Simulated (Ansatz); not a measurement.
CH4FSi (SMILES [CH2-][SiH2]F) (charge -1), singlet: a trajectory.

Input (in.yaml):

```yaml
crystal:
  periodic: [false, false, false]
  atoms:
    - {symbol: C, position_ang: [-0.778220, 0.243090, -0.890630]}
    - {symbol: Si, position_ang: [0.452040, -0.094110, 0.371620]}
    - {symbol: F, position_ang: [0.782920, -1.727070, 0.414920]}
    - {symbol: H, position_ang: [-1.740820, -0.270990, -0.762410]}
    - {symbol: H, position_ang: [-0.980350, 1.312000, -1.048530]}
    - {symbol: H, position_ang: [0.466810, 0.066300, 1.889040]}
    - {symbol: H, position_ang: [1.797620, 0.470780, 0.025990]}
basis:
  gaussian: {orbitals: def2-SVPD}
total_charge: -1
hamiltonian: {xc: pbe0, dispersion: d4}
md: {n_steps: 30, timestep: -0.5, temperature: 1500, ensemble: nve, seed: 909, initial_velocities: maxwell_boltzmann}
```

Launched with

```bash
ansatz run in.yaml --threads 2 --pin off --events-out ev --progress --plain --max-ram 3481MiB
```

The run's output (Ansatz 0.2.0):

```
Error: invalid value for `md.timestep`: must be finite and > 0; got -0.5 fs
```

Hardware: 2 CPU threads of an Arm Neoverse V2, shared host. Wall time about 0.05 s.


The program refused the input. A timestep must be positive.